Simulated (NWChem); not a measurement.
## Correlation energy of disilane (H$_{6}$Si$_{2}$)

```xyz
8

Si     1.1759     0.0521     0.0000
Si    -1.1759    -0.0521     0.0000
H      1.6663     0.7806     1.2230
H      1.6663     0.7806    -1.2230
H      1.7601    -1.3356     0.0000
H     -1.6663    -0.7806     1.2230
H     -1.6663    -0.7806    -1.2230
H     -1.7601     1.3356     0.0000
```
Charge 0, spin multiplicity 1.

All runs are NWChem calculations. The geometry was optimised at PBE/def2-SVP, a minimum by its harmonic frequencies.

Basis set: cc-pVDZ. Each correlation energy counts from its own Hartree-Fock reference.

The correlated methods keep 10 core orbitals frozen. No row is a measurement; the coupled-cluster row has its own basis-set and correlation limits.

Problem. One of these methods gave a correlation energy of -214.0 mHa. Which?
A) RI-MP2
B) CCSD
C) SCS-MP2
D) CR-CCSD[T]

Solution. A, RI-MP2. The others give -232.4 (SCS-MP2), -271.4 (CR-CCSD[T]), -266.3 (CCSD).
